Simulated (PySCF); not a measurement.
How methods differ on the electron affinity of Al

Al⁻ [Ne] 3s2 3p2 (3P) → Al [Ne] 3s2 3p1 (2P), as a difference of total energies. All numbers are calculated (PySCF 2.14, scalar relativity by spin-free X2C-1e, in dyall-av3z (19s12p3d2f, 84 functions)). Correlated levels: valence: [Ne] frozen; virtual orbitals above 40 to 60 times the deepest correlated orbital energy dropped. The calculations carry no spin-orbit coupling.

| method | electron affinity (eV) |
| --- | --- |
| UHF | 0.009 |
| LDA | 0.645 |
| PBE | 0.589 |
| PBE0 | 0.532 |
| r2SCAN | 0.606 |
| BHandHLYP | 0.269 |
| TPSSh | 0.495 |
| wB97M-V | 0.348 |
| TPSS | 0.511 |
| MP2 (valence) | 0.358 |
| SCS-MP2 (valence) | 0.257 |

Task: How much does correlation contribute at MP2 (valence)?

Result: 0.358 − (0.009) = 0.349 eV, measured against UHF.

Errors of the correlated levels include the incompleteness of this basis and the frozen core.

In the anion the highest occupied orbital energy is positive at LDA, PBE, PBE0, r2SCAN, BHandHLYP, TPSSh, TPSS, a self-interaction effect; the basis confines that electron, and the energy difference can still be sensible.

For comparison: 0.433 eV (measured; photodetachment measurements, as compiled on the Wikipedia data page of electron affinities).
